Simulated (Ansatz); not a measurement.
```yaml
crystal:
  periodic: [false, false, false]
  atoms:
    - {symbol: V, position_ang: [-0.425813, -0.002562, -0.000747]}
    - {symbol: N, position_ang: [1.403724, -0.046826, 0.002708]}
    - {symbol: H, position_ang: [2.014029, 0.780179, 0.000118]}
basis:
  gaussian: {orbitals: def2-TZVP}
magnetization: {spin_polarized: true, initial_magnetization: 5}
hamiltonian: {xc: pbe0}
relax: {f_tol: 0.004, max_steps: 80}
```

```sh
$ ansatz run in.yaml --threads 1 --pin off --events-out ev --progress --plain --max-ram 2176MiB
```

Steps of the relaxation (energy above the last step; positions in Å, forces in eV/Å):

```
3
step 1, 93.6 meV
V    -0.426   -0.003   -0.001   -1.976   -0.017   -0.003
N     1.404   -0.047    0.003    1.927    0.147    0.003
H     2.014    0.780    0.000    0.049   -0.129    0.001
```

```
3
step 2, 21.8 meV
V    -0.463   -0.012   -0.001   -0.836   -0.003   -0.001
N     1.417   -0.038    0.003    0.856    0.073    0.001
H     2.038    0.780    0.000   -0.020   -0.070    0.000
```

```
3
step 3, 3.5 meV
V    -0.491   -0.018   -0.001   -0.078    0.019    0.000
N     1.430   -0.033    0.003    0.103   -0.042    0.000
H     2.052    0.781    0.000   -0.025    0.023    0.000
```

```
3
step 6, 0.2 meV
V    -0.477    0.002   -0.001   -0.018    0.005    0.000
N     1.455   -0.069    0.003    0.082    0.080    0.000
H     2.014    0.797    0.000   -0.064   -0.085    0.000
```

```
3
step 7, 0.0 meV
V    -0.476    0.004   -0.001   -0.002    0.000    0.000
N     1.458   -0.070    0.003   -0.002   -0.004    0.000
H     2.010    0.797    0.000    0.004    0.004    0.000
```

```
3
step 8, 0.0 meV
V    -0.476    0.004   -0.001   -0.001    0.000    0.000
N     1.458   -0.070    0.003    0.000    0.000    0.000
H     2.010    0.797    0.000    0.000    0.000    0.000
```

Close pairs at the end: N2–H3 1.027 Å, V1–N2 1.936 Å.

A stationary point of unrestricted PBE0 after 8 steps, with ⟨S²⟩ = 8.764 against 8.75 for a pure state; no frequencies were run, so it isn't proven a minimum. 1.8 min on 1 thread of Arm Neoverse V1, shared host.
